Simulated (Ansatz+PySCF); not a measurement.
**singlet C3H6: levels of theory in one basis**

```xyz
9

C     0.0000   -0.4178   -0.1097
C     0.0000   -0.4299    1.1174
C     0.0000    0.7075   -0.8970
H     0.0000   -1.3015   -0.5992
H     0.0000   -1.2924    1.6349
H     0.0000    0.4243    1.6521
H     0.0000    1.5539   -0.3421
H     0.8123    0.7283   -1.5050
H    -0.8123    0.7283   -1.5050
```

Basis set: def2-SVP (spherical functions). Left uncorrelated: 3 orbitals. Charge 0, multiplicity 1.

Computed with Ansatz (development build ahead of 0.2.0); each method stands on the lowest determinant of its kind that the runs found. NEVPT2 correlates all electrons. Active spaces start from the frontier orbitals, and the lowest solution found is given.

| method | E − E(RHF) (eV) | <S²> of the determinant |
| --- | --- | --- |
| RHF | 0.00 | 0.00 |
| RHF-MP2 | -11.11 | – |
| RHF-CCSD | -12.19 | – |
| RHF-CCSD(T) | -12.54 | – |
| CASSCF(2,2) | -0.61 | – |

(1) What does SC-NEVPT2(2,2) give on the same scale?

(2) Is a single determinant a sound starting point here?

Results:

(1) -11.49 eV. NEVPT2 here correlates all electrons, so it doesn't share the others' frozen core.

(2) By this sign, yes. Unrestricted orbitals gain 0.00 eV and <S²> is 0.00 against 0.00 for a pure state. The CASSCF(2,2) natural occupations are 1.94, 0.06.

Caution for CASSCF(2,2): other starts end on other solutions of this active space.
